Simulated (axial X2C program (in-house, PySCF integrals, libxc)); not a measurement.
**Linear SiOH⁺ at several levels**

One table from this session's results is given with a row withheld; the runs are named, their logs left out.

The runs use an in-house X2C program for linear molecules on PySCF integrals; all-electron X2C, two-component (2c) or spin-free, Si dyall-v3z, O dyall-av3z, H dyall-v3z.

All values are calculated.

1 further run of the same task is left out (set aside as unsound or not needed).

Set-up of the first run:

task.json

```json
{
 "zs": [
  14,
  8,
  1
 ],
 "q": 1,
 "bas": [
  "dyall-v3z",
  "dyall-av3z",
  "dyall-v3z"
 ],
 "r0": [
  1.79,
  0.96
 ],
 "symm": 0,
 "scan": [
  "PBE0",
  "HF",
  "r2SCAN"
 ],
 "levels": [
  "PBE0",
  "HF",
  "r2SCAN"
 ],
 "nst": 2
}
```

Keys: zs atomic numbers; q charge; bas basis sets; r0 starting distance in Å; symm equal bonds; scan levels of the two-bond scan (MP2 follows by itself at each HF point); levels methods; nst determinants followed.

Run with:

```
$ python solin.py task.json out
```

Masses Si 27.977, O 15.995, H 1.008 u.

Among the steps run: Scan at PBE0, 2c; Scan at HF, 2c; Scan at r2SCAN, 2c.

One table of the session follows, with a row left open; its other results are not shown here.

| level | r(Si–O) (Å) | r(O–H) (Å) | lower stretch (cm⁻¹) | upper stretch (cm⁻¹) |
| --- | --- | --- | --- | --- |
| PBE0, 2c | ? | ? | ? | ? |
| HF, 2c | 1.525 | 0.945 | 1192.5 | 4077.4 |
| r2SCAN, 2c | 1.549 | 0.966 | 1116.4 | 3796.1 |
| MP2, 2c | 1.552 | 0.967 | 1118.2 | 3811.2 |
| PBE0, spin-free | 1.546 | 0.964 | 1126.3 | 3844.8 |
| HF, spin-free | 1.525 | 0.945 | 1192.4 | 4077.5 |
| r2SCAN, spin-free | 1.549 | 0.966 | 1116.3 | 3796.0 |
| MP2, spin-free | 1.552 | 0.967 | 1118.1 | 3811.1 |

**Question.** Estimate the row for PBE0, 2c.

The run gave: r(Si–O) (Å): 1.546; r(O–H) (Å): 0.964; lower stretch (cm⁻¹): 1126.4; upper stretch (cm⁻¹): 3845.0.

Scans not shown above were run alike.

MP2 freezes inner shells (threshold -2 hartree). The molecule was held linear; bending was not examined, so a bent shape may lie lower.
